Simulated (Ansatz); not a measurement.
System: bcc Rb. Method: PBEsol in Ansatz (PAW).

Run with plane-wave cutoff 520 eV, 18×18×18 k mesh, Fermi–Dirac smearing 0.1 eV, perturbation theory, force constants from a 6×6×6 q mesh, scalar-relativistic PAW data made under PBE.

Computed at the level's own relaxed cell.

```
CELL_PARAMETERS angstrom
     -2.78472     2.78472     2.78472
      2.78472    -2.78472     2.78472
      2.78472     2.78472    -2.78472
ATOMIC_POSITIONS crystal
  Rb 0.00000 0.00000 0.00000
```

Harmonic phonon frequencies (cm⁻¹; i marks an imaginary mode):

```json
[
 {"q point": "N", "frequencies": "10 31 50"},
 {"q point": "H", "frequencies": "46 46 46"}
]
```

No imaginary mode appears at these points.

Ansatz is a first-principles code.
